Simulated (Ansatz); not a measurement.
## HAl–AsH, HGa–AsH: atomization energies

Ansatz 0.2.0, basis cc-pVDZ; geometries are PBE0/def2-TZVP minima. Wave-function levels freeze the cores with the filled d shells of p-block atoms; HF, MP2 and coupled cluster are restricted for singlets and unrestricted otherwise, atoms included (their steps beyond CCSDT(Q) come from restricted open-shell runs), restricted open-shell where a d shell is frozen. NEVPT2 and MRCISD+Q stand on CASSCF in the full valence space, and MRCISD+Q is size-consistent only roughly. The reference is CCSDTQ (coupled cluster only where its series has nearly closed). An error is the level's value less the reference. None of these values is a measured one. Energies are electronic, without zero-point terms. No spin–orbit coupling and no scalar relativity. The set is small: it underbinds, by tens of kJ/mol for each bond, so near ties and functionals' places can change in larger sets. The species are chosen: bound, without strong static correlation by their natural occupations or amplitudes, in their lowest spin state as far as vertical gaps and like structures tell, and with a ladder that closes on the reference, so errors are smaller than for species at large; levels whose determinant breaks symmetry or spin markedly are left out.

| species | bonds (Å) | quantity | symmetry of the states | reference | value (kcal/mol) | error CCSD | error CCSD(T) | error CCSDT | error NEVPT2 | error MRCISD+Q |
| --- | --- | --- | --- | --- | --- | --- | --- | --- | --- | --- |
| HAl–AsH, singlet | Al–As 2.217, Al–H 1.583, As–H 1.572, angles at As 67°, angles at Al 172° | atomization | A' | CCSDTQ | 167.6 | -5.0 | -0.7 | -0.3 | -3.7 | -1.7 |
| HGa–AsH, singlet | Ga–As 2.220, Ga–H 1.558, As–H 1.545, angles at As 79°, angles at Ga 178° | atomization | A' | CCSDTQ | 160.8 | -4.9 | -0.7 | -0.3 | -3.6 | -1.4 |

The reference falls from Al to Ga, by 6.8 kcal/mol in all.
